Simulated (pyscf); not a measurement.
Structures and frequencies: ωB97X-D3(BJ)/def2-SVP in PySCF.

Q: Estimate by transition-state theory the rate constant of HO–Si•(F)–O–SiH₃ + hydrogen (H₂) -> F–SiH•–O–SiH₃ + water (H₂O) (doublet surface; O–Si, H–H broken, H–Si, H–O formed) at 900 K, with ωB97M-D3(BJ)/def2-TZVP energies (ideal gas, 1 atm, RRHO with modes under 100 cm⁻¹ raised to 100, one conformer, R ln 2 for chiral ones without a mode under 150 cm⁻¹; no tunnelling).

A: The electronic barrier is 53.4 kcal/mol and the thermal terms add +29.2, so ΔG‡ = 82.5 kcal/mol. With k_BT/h = 1.88e+13 s⁻¹ and RT = 1.788 kcal/mol, and a volume of 1.23e-19 cm³ per molecule at 1 atm, k = 2.1e-26 cm³ molecule⁻¹ s⁻¹. Wigner's tunnelling factor for 1312i cm⁻¹ would be 1.18. A shift of 1 kcal/mol in the barrier changes k by a factor 1.7. At the saddle there is also a short H–Si contact that neither side keeps. HO–Si•(F)–O–SiH₃ lies 5.9 kcal/mol over its isomer HO–SiH(F)–O–SiH₂• (electronic energy, ωB97M-D3(BJ)/def2-TZVP). This is the saddle that the search found; another between the same sides may lie lower.
